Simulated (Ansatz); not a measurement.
A made-up structure of B₂H₂Cl, doublet:

B1  (-0.906, 0.204, -0.416)
B2  (0.552, 0.045, 0.178)
Cl3  (0.957, -1.467, 0.999)
H4  (1.627, -2.568, 1.328)
H5  (1.389, 0.894, 0.099)
(Å)

It is relaxed with PBE-D4/def2-SVP and then PBE0-D4/def2-TZVP (Ansatz 0.2.0). Atoms count as bonded within 1.22 times the sum of their covalent radii (H–H: 0.88 Å). The end point is not checked to be a true minimum.

Problem. Does its bonding change? (Judge from chemistry; the calculation decides.)

Solution. The calculation gives: No: no bond forms or breaks.

Where it ends: The first stage lowers the energy by 1.03 eV in 9 steps. It ends as B₂H₂Cl ([B][BH][ClH]):
```xyz
5
angstrom
B -0.8088 -0.1044 -0.4059
B 0.6013 0.0801 0.1748
Cl 0.7563 -1.3588 1.3887
H 1.5291 -2.3063 0.8938
H 1.5419 0.7993 0.1363
```

Labels in which every atom is bracketed show which atoms are joined, not bond orders.

For scale, one of the runs: PBE0-D4/def2-TZVP relaxation, 111 basis functions, launched by `ansatz run in.yaml --threads 2 --pin off --events-out ev --progress --plain --max-ram 4352MiB`. The run took about 27 s on 2 CPU threads of an Arm Neoverse V1 (shared host).
